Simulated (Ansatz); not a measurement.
The same path of CH2NO (5 atoms, charge 0, multiplicity 2) was run twice with different band settings. The coordinate that changes most is the angle H4–N1–C2.

Computed with UKS PBE0/def2-SVP in Ansatz.

Relaxed end points:

```xyz
5
Properties=species:S:1:pos:R:3
N -0.907 -0.211 -0.260
C 0.164 0.424 -0.274
O 1.256 0.221 0.419
H -1.641 0.117 -0.885
H 1.129 -0.552 1.000
```

```xyz
5
Properties=species:S:1:pos:R:3
N -0.886 0.352 -0.718
C 0.268 0.602 -0.372
O 1.176 0.131 0.455
H -1.393 -0.440 -0.303
H 0.836 -0.646 0.938
```

Common settings: climbing image yes; spring 5.0 eV/Å²; optimiser quadratic models (default); start path through a guess of the saddle point; force threshold 0.03 eV/Å; iteration limit 60; end points relaxed.

| run | movable images |
| --- | --- |
| 1 | 9 |
| 2 | 2 |

Question: What does each run give, and how far can it be trusted?

Answer: Run 1: converged after 14 iterations, highest image 0.677 eV above the first end. A vibrational analysis at the climbing image gives one clearly imaginary mode, 798i cm⁻¹: a first-order saddle point.
Run 2: converged after 14 iterations, highest image 0.677 eV above the first end. Another band between the same ends (9 images) ends at a top of the same energy, where a vibrational analysis finds 1 clearly imaginary mode. So few images can step over the top or miss a turn of the path.
